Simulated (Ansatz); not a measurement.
## Worked example: SiGeHS, quartet against SiGeHS, doublet

Geometry (PBE0/def2-TZVP stationary point of a doublet), kept for both states (SiGeHS, doublet: A''; SiGeHS, quartet: A'):

```json
{"atom": "Ge", "x (Å)": "0.0000", "y (Å)": "-0.0178", "z (Å)": "0.9195"}
{"atom": "S", "x (Å)": "0.0000", "y (Å)": "0.9961", "z (Å)": "-1.1909"}
{"atom": "Si", "x (Å)": "0.0000", "y (Å)": "-1.1353", "z (Å)": "-1.0840"}
{"atom": "H", "x (Å)": "0.0000", "y (Å)": "1.2288", "z (Å)": "1.8240"}
```

Basis cc-pVDZ; Ansatz 0.2.0. Only valence electrons are correlated (noble-gas cores and the filled d shells of p-block atoms frozen). Prefix R: restricted or restricted open-shell reference; prefix U: unrestricted. No spin–orbit coupling is included, and no scalar relativity.

Full CI isn't at hand for all of this; UCCSDT(Q) serves as the reference, and is uncertain by about the last step of the cluster series.

| level | E(SiGeHS, doublet) (hartree) | E(SiGeHS, quartet) (hartree) |
| --- | --- | --- |
| UHF | -2762.345656 | -2762.272484 |
| UMP2 | -2762.632919 | -2762.535317 |
| UCCSD(T) | -2762.685533 | -2762.586497 |
| PBE | -2764.608742 | -2764.507727 |
| r2SCAN | -2765.170865 | -2765.076658 |
| UCCSDT(Q) | -2762.688931 | -2762.589521 |

**Question.** Give the vertical gap, SiGeHS quartet less SiGeHS doublet, at each level in eV (1 hartree = 27.2114 eV), and each error against UCCSDT(Q).

**Answer.** UCCSDT(Q): (-2762.589521 − (-2762.688931)) × 27.2114 = 2.705 eV (the reference)
r2SCAN: (-2765.076658 − (-2765.170865)) × 27.2114 = 2.564 eV, error -0.141 eV
PBE: (-2764.507727 − (-2764.608742)) × 27.2114 = 2.749 eV, error 0.044 eV
UCCSD(T): (-2762.586497 − (-2762.685533)) × 27.2114 = 2.695 eV, error -0.010 eV
UMP2: (-2762.535317 − (-2762.632919)) × 27.2114 = 2.656 eV, error -0.049 eV
UHF: (-2762.272484 − (-2762.345656)) × 27.2114 = 1.991 eV, error -0.714 eV

Total energies of functionals can't be set beside those of wave-function methods, since they hold the core's correlation and their own absolute errors; only the differences compare.

In so small a basis the reference is far from its limit while semilocal and hybrid functionals are nearer theirs, so the functionals' errors here hold much of the reference's basis and frozen-core error, which can add to them or hide them.

Each level lands on the state that its own search finds. T1 diagnostics of restricted CCSD: 0.034 and 0.051.
